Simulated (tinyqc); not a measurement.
Orbital energy against energy difference: ionisation energy by orbital energies and by energy differences in the 6-31g basis, for H2O, spin multiplicity 1. Computed by the program tinyqc with PySCF. The cation is unrestricted; errors are against CCSD(T) in this basis, not against experiment.

Geometry (angstrom):
```
atom       x        y       z
O     0.0000   0.0000  0.0000
H     0.0000   0.7640  0.4590
H     0.0000  -0.7640  0.4590
```

CCSD(T) difference in the same basis = 12.0083 eV

IP-EOM-CCSD = 11.7779 eV

First vertical ionisation energy (eV):
```
method   -e(HOMO)  E(cation) - E  error of -e(HOMO)  error of the difference
HF        13.6023      11.119574             1.5939                  -0.8888
LDA        6.3178      12.892454            -5.6905                   0.8841
PBE        6.2242      12.553536            -5.7841                   0.5452
B3LYP      7.9619      12.606821            -4.0464                   0.5985
PBE0       8.3365      12.495619            -3.6718                   0.4873
LC-wPBE   11.3230      12.651508            -0.6854                   0.6432
```

Estimate the missing row, method = CAM-B3LYP.

Computed row:
```
method     -e(HOMO)  E(cation) - E  error of -e(HOMO)  error of the difference
CAM-B3LYP    9.8600      12.604199            -2.1483                   0.5959
```

Koopmans errs by +1.59 eV and Delta-HF by -0.89 eV: relaxation, 2.48 eV, lowers the value and the missing correlation difference works against it. The PBE level is off by -5.8 eV through the wrong tail of its potential, though its energy difference is off by +0.55 eV; exact exchange deepens the level, and among the orbital energies LC-wPBE comes closest; among the differences PBE0 does.
